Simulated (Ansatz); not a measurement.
**The cluster GeSb2: geometry, orbitals and charge**

Aim: characterise the cluster GeSb2 as a singlet: its structure, frontier levels and distribution of charge.

Method: RKS PBE0-D4/def2-TZVP; program: Ansatz 0.2.0, Gaussian basis.

Plan: relaxation at PBE-D4/def2-TZVP; a search for the lowest solution at PBE0-D4/def2-SVP; a single point at PBE0-D4/def2-TZVP.

4 further runs of the same task are left out: 4 set aside as unsound or not needed.

### 1 Starting geometry

3 atoms, charge 0, spin multiplicity 1.

Atoms are counted from 1 here; the program's logs count them from 0.

Bond lengths: Sb1–Sb2 2.690 Å, Sb1–Ge3 2.561 Å, Sb2–Ge3 2.561 Å. Angles: Sb2–Sb1–Ge3 58.3°, Sb1–Sb2–Ge3 58.3°, Sb1–Ge3–Sb2 63.4°.

As a file:

```xyz
3
charge 0, multiplicity 1
Sb    0.4817   -1.3893    0.4171
Sb    0.6863    1.2925    0.4411
Ge   -1.1680    0.0968   -0.8582
```

Sb takes a core potential in the def2 sets. No spin-orbit coupling is included.

The start is a GFN2-xTB geometry.

### 2 Optimising with PBE-D4/def2-TZVP

in.yaml

```yaml
crystal:
  periodic: [false, false, false]
  atoms:
    - {symbol: Sb, position_ang: [0.481700, -1.389310, 0.417140]}
    - {symbol: Sb, position_ang: [0.686270, 1.292530, 0.441090]}
    - {symbol: Ge, position_ang: [-1.167970, 0.096780, -0.858230]}
basis:
  gaussian: {orbitals: def2-TZVP}
hamiltonian: {xc: pbe, dispersion: d4}
scf: {lower_state_search: "off"}
output: {orbitals: {seedname: orbitals}}
relax: {f_tol: 0.02, max_steps: 100}
```

The run is started by

```
$ ansatz run in.yaml --threads 2 --pin off --events-out ev --progress --plain --max-ram 4352MiB
```

The runs that follow: Searching for the lowest solution, PBE0-D4/def2-SVP; Single point, PBE0-D4/def2-TZVP.

Q: Predict the results of all the runs planned. Wanted: point group; commonest bond; HOMO, LUMO at PBE0-D4/def2-TZVP; dipole at PBE-D4/def2-TZVP.

As calculated:

```
                       quantity                            value
                    point group                              C2v
                 commonest bond  Ge–Sb, 2 of mean length 2.642 Å
HOMO, LUMO at PBE0-D4/def2-TZVP                  -6.13, -3.26 eV
     dipole at PBE-D4/def2-TZVP                           0.18 D
```

What this shows: The molecule keeps its bonding pattern by the stored test; the atoms moved 0.04 Å (rms). No usable vibrations, so a minimum isn't proven. Whether this spin is the lowest isn't tested here.
